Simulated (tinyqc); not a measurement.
MP2 on RHF in the sto-3g basis, frozen core, for CH3-, spin multiplicity 1, step by step. The basis has no diffuse functions, so it cannot describe the extra electron: this is an exercise in the method, not the real anion. One step of it, computed by the program tinyqc.

Question. Iteration 8 (converged): orbitals. Diagonalise F' = X^T F X, C = X C', fill 5 alpha and 5 beta electrons from the bottom; D = 2 C_occ C_occ^T. Each column has its largest component positive (the first on a tie).

converged F (hartree), order 1C 1s, 1C 2s, 1C 2px, 1C 2py, 1C 2pz, 2H 1s, 3H 1s, 4H 1s:
$$\begin{pmatrix}
-10.384595 & -2.822783 & 0.000000 & 0.000000 & 0.006820 & -0.610648 & -0.610661 & -0.610661 \\
-2.822783 & -0.963599 & -0.000038 & 0.000000 & 0.011865 & -0.457354 & -0.457383 & -0.457383 \\
0.000000 & -0.000038 & 0.303972 & 0.000000 & 0.000010 & -0.227195 & 0.113531 & 0.113531 \\
0.000000 & 0.000000 & 0.000000 & 0.303770 & 0.000000 & 0.000000 & -0.196803 & 0.196803 \\
0.006820 & 0.011865 & 0.000010 & 0.000000 & 0.223762 & 0.023661 & 0.023667 & 0.023667 \\
-0.610648 & -0.457354 & -0.227195 & 0.000000 & 0.023661 & -0.059176 & -0.128016 & -0.128016 \\
-0.610661 & -0.457383 & 0.113531 & -0.196803 & 0.023667 & -0.128016 & -0.059227 & -0.127907 \\
-0.610661 & -0.457383 & 0.113531 & 0.196803 & 0.023667 & -0.128016 & -0.127907 & -0.059227
\end{pmatrix}$$

X, order 1C 1s, 1C 2s, 1C 2px, 1C 2py, 1C 2pz, 2H 1s, 3H 1s, 4H 1s:
$$\begin{pmatrix}
1.028131 & -0.162132 & -0.000010 & 0.000000 & 0.002216 & 0.024668 & 0.024666 & 0.024666 \\
-0.162132 & 1.353006 & 0.000094 & 0.000000 & -0.022231 & -0.299829 & -0.299817 & -0.299817 \\
-0.000010 & 0.000094 & 1.161088 & 0.000000 & -0.000006 & -0.309770 & 0.154756 & 0.154756 \\
0.000000 & 0.000000 & 0.000000 & 1.161291 & 0.000000 & 0.000000 & -0.268372 & 0.268372 \\
0.002216 & -0.022231 & -0.000006 & 0.000000 & 1.001503 & 0.020348 & 0.020348 & 0.020348 \\
0.024668 & -0.299829 & -0.309770 & 0.000000 & 0.020348 & 1.217706 & -0.026290 & -0.026290 \\
0.024666 & -0.299817 & 0.154756 & -0.268372 & 0.020348 & -0.026290 & 1.217714 & -0.026329 \\
0.024666 & -0.299817 & 0.154756 & 0.268372 & 0.020348 & -0.026290 & -0.026329 & 1.217714
\end{pmatrix}$$

Give: F' = X^T F X; orbital energies; coefficients C; D after iteration 8.

Answer.

F' = X^T F X (hartree):
$$\begin{pmatrix}
-10.1438 & -1.5921 & 0.0000 & 0.0000 & 0.0121 & -0.0737 & -0.0737 & -0.0737 \\
-1.5921 & 0.0520 & 0.0001 & 0.0000 & -0.0312 & -0.4051 & -0.4051 & -0.4051 \\
0.0000 & 0.0001 & 0.6647 & 0.0000 & 0.0000 & -0.4967 & 0.2482 & 0.2482 \\
0.0000 & 0.0000 & 0.0000 & 0.6649 & 0.0000 & 0.0000 & -0.4303 & 0.4303 \\
0.0121 & -0.0312 & 0.0000 & 0.0000 & 0.2273 & 0.0355 & 0.0355 & 0.0355 \\
-0.0737 & -0.4051 & -0.4967 & 0.0000 & 0.0355 & 0.3670 & -0.0459 & -0.0459 \\
-0.0737 & -0.4051 & 0.2482 & -0.4303 & 0.0355 & -0.0459 & 0.3669 & -0.0459 \\
-0.0737 & -0.4051 & 0.2482 & 0.4303 & 0.0355 & -0.0459 & -0.0459 & 0.3669
\end{pmatrix}$$

orbital energies (hartree): MO1 -10.3917, MO2 -0.3875, MO3 -0.0825, MO4 -0.0823, MO5 0.2220, MO6 0.9678, MO7 1.1599, MO8 1.1603

coefficients C, order 1C 1s, 1C 2s, 1C 2px, 1C 2py, 1C 2pz, 2H 1s, 3H 1s, 4H 1s:
$$\begin{pmatrix}
0.9922 & -0.2073 & 0.0000 & 0.0000 & -0.0254 & -0.2390 & -0.0002 & 0.0000 \\
0.0343 & 0.5862 & 0.0000 & -0.0001 & 0.1168 & 1.3299 & 0.0013 & 0.0000 \\
0.0000 & 0.0000 & 0.0000 & 0.4389 & 0.0000 & -0.0008 & 1.1399 & 0.0000 \\
0.0000 & 0.0000 & 0.4389 & 0.0000 & 0.0000 & 0.0000 & 0.0000 & 1.1402 \\
-0.0012 & -0.0243 & 0.0000 & 0.0000 & 0.9936 & -0.1299 & -0.0001 & 0.0000 \\
-0.0066 & 0.2677 & 0.0000 & 0.5922 & -0.0320 & -0.6852 & -0.8821 & 0.0000 \\
-0.0066 & 0.2677 & 0.5127 & -0.2961 & -0.0320 & -0.6865 & 0.4400 & -0.7635 \\
-0.0066 & 0.2677 & -0.5127 & -0.2961 & -0.0320 & -0.6865 & 0.4400 & 0.7635
\end{pmatrix}$$

D after iteration 8, order 1C 1s, 1C 2s, 1C 2px, 1C 2py, 1C 2pz, 2H 1s, 3H 1s, 4H 1s:
$$\begin{pmatrix}
2.0561 & -0.1810 & 0.0000 & 0.0000 & -0.0429 & -0.1223 & -0.1224 & -0.1224 \\
-0.1810 & 0.7169 & -0.0001 & 0.0000 & 0.2035 & 0.3058 & 0.3060 & 0.3060 \\
0.0000 & -0.0001 & 0.3853 & 0.0000 & 0.0000 & 0.5198 & -0.2599 & -0.2599 \\
0.0000 & 0.0000 & 0.0000 & 0.3852 & 0.0000 & 0.0000 & 0.4500 & -0.4500 \\
-0.0429 & 0.2035 & 0.0000 & 0.0000 & 1.9758 & -0.0766 & -0.0766 & -0.0766 \\
-0.1223 & 0.3058 & 0.5198 & 0.0000 & -0.0766 & 0.8468 & -0.2052 & -0.2052 \\
-0.1224 & 0.3060 & -0.2599 & 0.4500 & -0.0766 & -0.2052 & 0.8466 & -0.2050 \\
-0.1224 & 0.3060 & -0.2599 & -0.4500 & -0.0766 & -0.2052 & -0.2050 & 0.8466
\end{pmatrix}$$
